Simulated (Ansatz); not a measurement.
Geometry optimisation, UKS BLYP-D4/def2-mTZVP in Ansatz 0.2.0.

Input file:

```yaml
crystal:
  periodic: [false, false, false]
  atoms:
    - { symbol: Si, position_ang: [-0.962437, -0.423277, -0.036588] }
    - { symbol: C, position_ang: [0.882326, -0.762062, 0.352] }
    - { symbol: H, position_ang: [-1.394368, 1.611877, -1.786076] }
    - { symbol: F, position_ang: [-0.925498, 2.262783, -1.324451] }
    - { symbol: H, position_ang: [-1.370023, -0.122303, 1.40888] }
    - { symbol: H, position_ang: [1.502424, -0.905482, -0.541875] }
    - { symbol: H, position_ang: [0.937796, -1.690741, 0.953277] }
    - { symbol: H, position_ang: [1.329879, 0.029405, 0.974834] }
magnetization:
  spin_polarized: true
basis:
  gaussian: { orbitals: def2-mTZVP }
hamiltonian:
  xc: blyp
  dispersion: d4
relax:
  f_tol: 0.03
  max_steps: 50
```

Command:

```bash
$ ansatz run input.yaml --threads 2 --pin off --max-ram 3072MiB --backend cpu --events-out ev --progress --plain --runs-dir out
```

Q: Where does it end, and by what steps?

A: The forces met the threshold. The force dipped under the threshold on the way, but the program's further checks kept it going. After 20 steps the energy has fallen by 0.138 eV; F4 moved furthest, 1.02 Å.

```
step  energy less start (eV)  largest force component (eV/Å)  accepted
   0                  0.0000                           0.983       yes
   1                 -0.0446                           0.357       yes
   2                 -0.0519                           0.342       yes
   3                 -0.0549                           0.302       yes
   4                 -0.0587                           0.288       yes
   5                 -0.0621                           0.253       yes
   6                 -0.0711                           0.107       yes
   7                 -0.0668                           0.741        no
   8                 -0.0741                           0.289       yes
   9                 -0.0845                           0.258       yes
  10                 -0.0899                           0.726       yes
  11                 -0.0938                           0.914       yes
  12                 -0.1167                           0.428       yes
  13                 -0.1314                           0.212       yes
  14                 -0.1358                           0.043       yes
  15                 -0.1359                           0.179       yes
  16                 -0.1368                           0.066       yes
  17                 -0.1377                           0.019       yes
  18                 -0.1378                           0.066       yes
  19                 -0.1381                           0.059       yes
  20                 -0.1383                           0.009       yes
```

```xyz
8
Properties=species:S:1:pos:R:3
Si -0.648 0.207 0.208
C 0.947 -0.813 0.423
H -1.282 1.672 -1.456
F -1.501 2.285 -2.171
H -1.338 -0.243 1.496
H 1.657 -0.701 -0.404
H 0.711 -1.884 0.545
H 1.454 -0.522 1.360
```

The run took 34 s on 2 threads of Arm Neoverse V1, with other jobs on the host, peak memory 0.16 GiB.
